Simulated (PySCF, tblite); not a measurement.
# C4H9FO: a rotation path, then NMR shifts on frames, part 2 of 2

tblite 0.8.0 and PySCF 2.14.0. Atoms count from 0. Earlier steps stand in the parts before.

## Step 5: Nuclear shieldings: image 4, PBE0/pcSseg-1

The job: settings as JSON, then the geometry in Å.

```
{"job": {"kind": "nmr", "xc": "PBE0", "basis": "pcSseg-1", "pop": false}, "charge": 0, "multiplicity": 1}
C      2.214100    -0.419700     0.244300
C      1.025700     0.525400     0.133500
C     -0.209000    -0.193400    -0.405000
O     -1.324500     0.704100    -0.430100
C     -2.468200     0.257500     0.153400
F     -2.324300     0.121000     1.522000
H      2.466000    -0.838300    -0.728000
H      3.083400     0.111300     0.625000
H      1.989700    -1.238800     0.923200
H      0.787100     0.939400     1.114600
H      1.263300     1.357100    -0.531400
H     -0.030200    -0.540800    -1.429900
H     -0.435600    -1.059100     0.226000
H     -2.799200    -0.733400    -0.202600
H     -3.242800     1.015600    -0.006500
```

With the program's defaults for keys left out, this is: GIAO PBE0/pcSseg-1 NMR shielding, non-relativistic, gas phase.

The log of the run:

```text
coarse grid: 12096 points
cycle   1  E = -332.3548987276  dE =  5.654e-01  |g| = 6.967e-01  |ddm| = 3.129e+00
cycle   2  E = -332.2917714667  dE =  6.313e-02  |g| = 9.448e-01  |ddm| = 1.003e+00
cycle   3  E = -332.4412134202  dE = -1.494e-01  |g| = 5.948e-02  |ddm| = 5.887e-01
cycle   4  E = -332.4416794590  dE = -4.660e-04  |g| = 3.318e-02  |ddm| = 5.411e-02
cycle   5  E = -332.4419042004  dE = -2.247e-04  |g| = 7.213e-03  |ddm| = 2.616e-02
cycle   6  E = -332.4419112963  dE = -7.096e-06  |g| = 3.175e-03  |ddm| = 5.972e-03
cycle   7  E = -332.4419131048  dE = -1.808e-06  |g| = 2.720e-04  |ddm| = 1.940e-03
final grid: 115992 points
cycle   8  E = -332.4961679157  dE = -3.614e-05  |g| = 1.146e-02  |ddm| = 2.272e-02
cycle   9  E = -332.4961483264  dE =  1.959e-05  |g| = 1.562e-02  |ddm| = 1.593e-02
cycle  10  E = -332.4961940940  dE = -4.577e-05  |g| = 1.321e-03  |ddm| = 9.381e-03
cycle  11  E = -332.4961944498  dE = -3.558e-07  |g| = 2.628e-04  |ddm| = 1.176e-03
cycle  12  E = -332.4961944595  dE = -9.663e-09  |g| = 1.140e-04  |ddm| = 2.124e-04
cycle  13  E = -332.4961944613  dE = -1.788e-09  |g| = 2.313e-05  |ddm| = 6.917e-05
cycle  14  E = -332.4961944613  dE = -8.890e-11  |g| = 5.780e-06  |ddm| = 1.937e-05
converged SCF energy = -332.4961944613

GIAO shielding tensors (ppm)
atom      isotropic    diamagn.    paramagn.     s11        s22        s33       span
  0 C      175.638     247.162     -71.523    167.222    171.338    188.355     21.133
  1 C      157.992     247.590     -89.598    141.328    160.926    171.722     30.394
  2 C      111.494     247.810    -136.316     68.733    103.236    162.513     93.779
  3 O      244.061     397.461    -153.400    183.496    259.068    289.619    106.124
  4 C       80.002     236.398    -156.395     54.503     84.066    101.439     46.936
  5 F      347.773     476.206    -128.433    228.302    374.490    440.526    212.224
  6 H       30.981      29.459       1.522     26.713     28.894     37.334     10.621
  7 H       30.481      27.988       2.493     26.037     27.718     37.687     11.650
  8 H       30.971      30.025       0.946     26.568     29.358     36.987     10.419
  9 H       29.975      31.641      -1.667     25.636     29.730     34.557      8.921
 10 H       29.855      31.088      -1.232     25.546     29.248     34.772      9.226
 11 H       27.758      31.484      -3.727     23.187     28.626     31.459      8.272
 12 H       28.220      32.995      -4.775     24.545     28.889     31.224      6.679
 13 H       26.241      27.952      -1.711     21.766     26.490     30.465      8.699
 14 H       26.089      26.501      -0.412     21.464     25.849     30.954      9.490
```

It took 10 s on 1 thread of Arm Neoverse V2, shared host; peak memory 0.73 GiB.

This run: δ C4 106.9, C2 75.4, C1 28.9, C0 11.3, H14 5.63, H13 5.48 ppm.

## Step 6: Nuclear shieldings: image 6, PBE0/pcSseg-1

The job: settings as JSON, then the geometry in Å.

```
{"job": {"kind": "nmr", "xc": "PBE0", "basis": "pcSseg-1", "pop": false}, "charge": 0, "multiplicity": 1}
C      2.144100    -0.413900     0.298800
C      0.918900     0.478600     0.152300
C     -0.207400    -0.241000    -0.591800
O     -1.391900     0.552700    -0.680800
C     -2.367100     0.284100     0.228600
F     -1.966500     0.549500     1.523400
H      2.516800    -0.723200    -0.675900
H      2.938000     0.120600     0.815300
H      1.904100    -1.305500     0.873200
H      0.564600     0.782600     1.138600
H      1.178000     1.381700    -0.403300
H      0.096900    -0.438500    -1.623400
H     -0.435500    -1.195600    -0.101400
H     -2.685700    -0.774000     0.236100
H     -3.211700     0.950100     0.018800
```

With the program's defaults for keys left out, this is: GIAO PBE0/pcSseg-1 NMR shielding, non-relativistic, gas phase.

The log of the run:

```text
coarse grid: 12096 points
cycle   1  E = -332.3573740123  dE =  5.679e-01  |g| = 6.917e-01  |ddm| = 3.132e+00
cycle   2  E = -332.2975908712  dE =  5.978e-02  |g| = 9.313e-01  |ddm| = 9.766e-01
cycle   3  E = -332.4424947169  dE = -1.449e-01  |g| = 6.096e-02  |ddm| = 5.699e-01
cycle   4  E = -332.4429905260  dE = -4.958e-04  |g| = 3.363e-02  |ddm| = 5.618e-02
cycle   5  E = -332.4432229065  dE = -2.324e-04  |g| = 7.184e-03  |ddm| = 2.676e-02
cycle   6  E = -332.4432298122  dE = -6.906e-06  |g| = 3.249e-03  |ddm| = 5.926e-03
cycle   7  E = -332.4432316925  dE = -1.880e-06  |g| = 2.533e-04  |ddm| = 1.958e-03
final grid: 115992 points
cycle   8  E = -332.4968195648  dE = -3.421e-05  |g| = 1.167e-02  |ddm| = 2.246e-02
cycle   9  E = -332.4967987439  dE =  2.082e-05  |g| = 1.599e-02  |ddm| = 1.621e-02
cycle  10  E = -332.4968463367  dE = -4.759e-05  |g| = 1.242e-03  |ddm| = 9.577e-03
cycle  11  E = -332.4968466505  dE = -3.138e-07  |g| = 2.618e-04  |ddm| = 1.108e-03
cycle  12  E = -332.4968466599  dE = -9.392e-09  |g| = 1.102e-04  |ddm| = 1.970e-04
cycle  13  E = -332.4968466616  dE = -1.700e-09  |g| = 2.139e-05  |ddm| = 6.665e-05
cycle  14  E = -332.4968466617  dE = -7.776e-11  |g| = 5.307e-06  |ddm| = 1.810e-05
converged SCF energy = -332.4968466617

GIAO shielding tensors (ppm)
atom      isotropic    diamagn.    paramagn.     s11        s22        s33       span
  0 C      175.483     247.325     -71.842    167.538    170.643    188.269     20.731
  1 C      156.956     248.380     -91.423    139.826    158.960    172.084     32.258
  2 C      107.872     247.334    -139.462     67.408     95.831    160.377     92.969
  3 O      237.248     396.960    -159.711    177.045    239.011    295.689    118.644
  4 C       77.502     236.504    -159.002     51.910     81.037     99.560     47.650
  5 F      341.746     477.099    -135.352    233.449    356.568    435.223    201.774
  6 H       31.021      29.502       1.519     26.779     28.879     37.405     10.627
  7 H       30.506      28.278       2.228     26.052     27.773     37.693     11.641
  8 H       30.985      30.193       0.793     26.608     29.350     36.998     10.390
  9 H       29.767      31.999      -2.232     24.819     29.909     34.572      9.753
 10 H       29.847      31.318      -1.471     25.739     29.238     34.564      8.825
 11 H       27.565      31.112      -3.548     23.000     28.533     31.161      8.160
 12 H       28.419      32.725      -4.306     24.850     29.204     31.202      6.351
 13 H       26.172      28.108      -1.935     21.686     26.344     30.486      8.800
 14 H       25.977      26.458      -0.480     21.440     25.681     30.811      9.371
```

It took 10 s on 1 thread of Arm Neoverse V2, shared host; peak memory 0.73 GiB.

In short: δ C4 109.4, C2 79.1, C1 30.0, C0 11.4, H14 5.74, H13 5.54 ppm.

## Step 7: Nuclear shieldings: image 8, PBE0/pcSseg-1

The job: settings as JSON, then the geometry in Å.

```
{"job": {"kind": "nmr", "xc": "PBE0", "basis": "pcSseg-1", "pop": false}, "charge": 0, "multiplicity": 1}
C      2.131800    -0.404800     0.261100
C      0.811100     0.353500     0.263000
C     -0.211300    -0.327000    -0.646300
O     -1.419900     0.409400    -0.806300
C     -2.288500     0.378200     0.238900
F     -1.902400     1.208400     1.274800
H      2.541100    -0.461600    -0.745000
H      2.853800     0.098100     0.898600
H      1.993500    -1.418200     0.631700
H      0.421500     0.409400     1.280400
H      0.964200     1.374000    -0.091700
H      0.189800    -0.413400    -1.659300
H     -0.444800    -1.333900    -0.270000
H     -2.390500    -0.623900     0.690800
H     -3.253800     0.759800    -0.112300
```

Level: GIAO PBE0/pcSseg-1 NMR shielding, non-relativistic, gas phase.

The log of the run:

```text
coarse grid: 12096 points
cycle   1  E = -332.3578121946  dE =  5.767e-01  |g| = 6.912e-01  |ddm| = 3.132e+00
cycle   2  E = -332.2986038514  dE =  5.921e-02  |g| = 9.311e-01  |ddm| = 9.841e-01
cycle   3  E = -332.4428182853  dE = -1.442e-01  |g| = 6.175e-02  |ddm| = 5.721e-01
cycle   4  E = -332.4433421701  dE = -5.239e-04  |g| = 3.330e-02  |ddm| = 5.726e-02
cycle   5  E = -332.4435762600  dE = -2.341e-04  |g| = 6.943e-03  |ddm| = 2.673e-02
cycle   6  E = -332.4435825754  dE = -6.315e-06  |g| = 3.334e-03  |ddm| = 5.854e-03
cycle   7  E = -332.4435845179  dE = -1.942e-06  |g| = 2.470e-04  |ddm| = 1.999e-03
final grid: 115992 points
cycle   8  E = -332.4971185341  dE = -3.280e-05  |g| = 1.132e-02  |ddm| = 2.206e-02
cycle   9  E = -332.4970977079  dE =  2.083e-05  |g| = 1.574e-02  |ddm| = 1.579e-02
cycle  10  E = -332.4971435607  dE = -4.585e-05  |g| = 1.272e-03  |ddm| = 9.441e-03
cycle  11  E = -332.4971438934  dE = -3.327e-07  |g| = 2.440e-04  |ddm| = 1.110e-03
cycle  12  E = -332.4971439014  dE = -7.977e-09  |g| = 1.144e-04  |ddm| = 2.037e-04
cycle  13  E = -332.4971439032  dE = -1.826e-09  |g| = 2.078e-05  |ddm| = 6.784e-05
cycle  14  E = -332.4971439033  dE = -7.287e-11  |g| = 5.217e-06  |ddm| = 1.768e-05
converged SCF energy = -332.4971439033

GIAO shielding tensors (ppm)
atom      isotropic    diamagn.    paramagn.     s11        s22        s33       span
  0 C      175.111     247.218     -72.107    166.447    170.370    188.515     22.069
  1 C      157.012     249.443     -92.430    140.829    160.077    170.131     29.303
  2 C      105.974     246.824    -140.850     71.331     87.356    159.234     87.903
  3 O      230.174     396.149    -165.975    163.417    229.075    298.030    134.612
  4 C       76.536     237.626    -161.090     47.587     80.820    101.202     53.614
  5 F      331.961     476.531    -144.571    222.833    341.272    431.778    208.945
  6 H       31.063      29.571       1.491     26.794     28.982     37.412     10.617
  7 H       30.487      28.431       2.056     25.990     27.845     37.627     11.637
  8 H       31.034      29.970       1.065     26.715     29.180     37.209     10.494
  9 H       29.703      32.449      -2.745     24.331     30.133     34.646     10.315
 10 H       29.934      31.767      -1.833     25.733     29.745     34.323      8.591
 11 H       27.653      31.030      -3.377     23.027     28.735     31.198      8.171
 12 H       28.310      32.084      -3.774     24.081     29.394     31.455      7.374
 13 H       26.351      28.738      -2.387     22.331     26.586     30.136      7.805
 14 H       25.878      26.481      -0.602     21.117     25.869     30.649      9.532
```

Wall time 10 s (1 thread of Arm Neoverse V2, shared host); peak memory 0.73 GiB.

In short: δ C4 110.4, C2 81.0, C1 29.9, C0 11.8, H14 5.84, H13 5.37 ppm.

## Step 8: Comparing the runs: NMR shifts

Shifts (ppm) of some atoms, chosen among heavy atoms and hydrogens apart, with basis size and wall time:

```
  frame     C4    C2    C1   H12   H11     O3      F5  functions  time
image 0  107.8  76.2  27.1  4.15  3.25   98.0  -176.7        147  13 s
image 2  106.4  73.5  27.5  3.83  3.60   93.0  -182.0        147  10 s
image 4  106.9  75.4  28.9  3.50  3.96   92.0  -176.8        147  10 s
image 6  109.4  79.1  30.0  3.30  4.15   98.8  -170.8        147  10 s
image 8  110.4  81.0  29.9  3.41  4.06  105.9  -161.0        147  10 s
```

## Step 9: What came out

This closing draws on all 2 parts.

| quantity | value |
| --- | --- |
| barrier | 0.053 eV (1.2 kcal/mol) at image 4 |
| end to end (GFN2-xTB) | -0.018 eV |
| 13C shifts against TMS (PBE0/pcSseg-1, image 0) | 107.8, 76.2, 27.1, 11.5 ppm |
| 1H shifts against TMS (PBE0/pcSseg-1, image 0) | 5.78, 5.50, 4.15, 3.25, 1.81, 1.78, 1.28, 0.86, 0.80 ppm |
| 17O shifts against H2O (PBE0/pcSseg-1, image 0) | 98.0 ppm |
| 19F shifts against CFCl3 (PBE0/pcSseg-1, image 0) | -176.7 ppm |
| surface potential, 1st and 99th percentile | -1.22 V and 0.89 V |
| range of the shift of F5 | -182.0 to -161.0 ppm |

In words: Along the band the dihedral turns by 109°, and the top (dihedral 231°) lies 1.2 kcal/mol above the start (GFN2-xTB, rough), so at room temperature this motion is fast. Ends this close can change order at a higher level. The top was not checked by a frequency run. Shifts at one fixed geometry are not the observed spectrum, which averages over the motion. In the first frame run (image 0): Shielding is most anisotropic at F5 (span 179 ppm, paramagnetic term -126 ppm). Across the 5 runs the shift of F5 moves most, between -182.0 (image 2) and -161.0 ppm (image 8).
